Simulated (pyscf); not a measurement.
## `[F][Al]([F])[F]`, singlet

Gas-phase minimum from PySCF at ωB97X-D3(BJ)/def2-SVP, one conformer. 

```
Al
F 1 1.6465
F 1 1.6465 2 119.87
F 1 1.6467 2 120.01 3 -179.99
```

Properties at ωB97X-D3(BJ)/def2-SVP:

| Item | Value |
|---|---|
| Harmonic wavenumbers, unscaled | 247, 247, 297, 705, 993, 993 cm⁻¹ |
| Zero-point energy | 5.0 kcal/mol |
| Rotational symmetry number | 6 |
| Entropy of this conformer at 298 K and 1 atm, rigid rotor and harmonic oscillator, modes under 100 cm⁻¹ raised to 100 | 277.5 J/(mol K) |
| Dipole moment | 0.01 D |

Single-point totals, which compare only within one level (frozen core for MP2 and CC):

```csv
level,total energy (hartree)
ωB97X-D3(BJ)/def2-TZVP,-542.36449
PBE/def2-TZVP,-541.91275
r²SCAN/def2-TZVP,-542.18852
B3LYP-D3(BJ)/def2-TZVP,-542.36068
PBE0-D3(BJ)/def2-TZVP,-541.93276
M06-2X/def2-TZVP,-542.21731
ωB97M-D3(BJ)/def2-TZVP,-542.42592
HF/def2-TZVPP,-540.61628
MP2/def2-TZVPP,-541.44232
CCSD/def2-TZVPP,-541.43991
CCSD(T)/def2-TZVPP,-541.46238
```

The CCSD(T) − MP2 part came from Ansatz, without density fitting, on the same reference.
